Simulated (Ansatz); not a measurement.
How far each method lies from UCCSDT(Q) for C2HSi, doublet

Geometry: a PBE0/def2-TZVP stationary point for this spin, not checked as a minimum.

```xyz
4

C     0.0000   -0.8170    0.7688
C     0.0000    0.4619    1.0201
Si    0.0000    0.1069   -0.8281
H     0.0000    1.2524    1.7579
```

Basis cc-pVDZ; Ansatz 0.2.0. Correlated methods freeze the noble-gas cores, which leaves 13 electrons in 44 orbitals. Prefix R: restricted or restricted open-shell reference; prefix U: unrestricted. Active spaces: frontier = (9e, 9o) about the gap.

Full CI isn't at hand for all of this; UCCSDT(Q) serves as the reference, and is uncertain by the last step of the cluster series or more. The frozen core follows each run's orbitals, which can shift R against U totals by a few meV.

For open shells CISD is restricted-active-space CI with the open shells as a complete middle space.

The UHF ⟨S²⟩ is 0.786 and the T1 diagnostic (RCCSD) is 0.0276. The largest doubles amplitude (RCCSD) is 0.085. The T1 diagnostic (UCCSD) is 0.0246.

Problem. From what is known of these methods and the diagnostics, rank them by the size of their error in total energy against UCCSDT(Q) in cc-pVDZ, smallest first (an estimate: the text doesn't fix the numbers).
A. CASSCF (frontier space)
B. RCCSDT(Q)
C. RMP2
D. UHF
E. RCCSDT

Solution. B (2 meV), E (43 meV), C (1199 meV), A (7085 meV), D (9659 meV).

All errors are against UCCSDT(Q) in cc-pVDZ. Within each family the higher level lies nearer, as is usual though not guaranteed.

Atomization energy (electronic, same basis, no zero-point term; atoms at the same level, unrestricted beside the R rows where the molecule is a closed shell, with restricted open-shell steps beyond CCSDT(Q)) at UCCSDT(Q): 1400.6 kJ/mol. Errors of other levels:

```json
{"level": "RHF", "error (kJ/mol)": "-356.8"}
{"level": "UHF", "error (kJ/mol)": "-370.7"}
{"level": "RMP2", "error (kJ/mol)": "58.4"}
{"level": "UMP2", "error (kJ/mol)": "47.8"}
{"level": "CISD", "error (kJ/mol)": "-135.1"}
{"level": "RCCSD", "error (kJ/mol)": "-40.7"}
{"level": "UCCSD", "error (kJ/mol)": "-40.7"}
{"level": "RCCSD(T)", "error (kJ/mol)": "-3.0"}
{"level": "UCCSD(T)", "error (kJ/mol)": "-3.7"}
{"level": "BCCD(T)", "error (kJ/mol)": "-2.7"}
{"level": "RCCSDT", "error (kJ/mol)": "-3.8"}
{"level": "UCCSDT", "error (kJ/mol)": "-3.8"}
{"level": "RCCSDT(Q)", "error (kJ/mol)": "0.0"}
```

This basis is far from its limit, so the value isn't to be set against a measured one. Truncated CI isn't size-consistent, which counts against it in atomization.
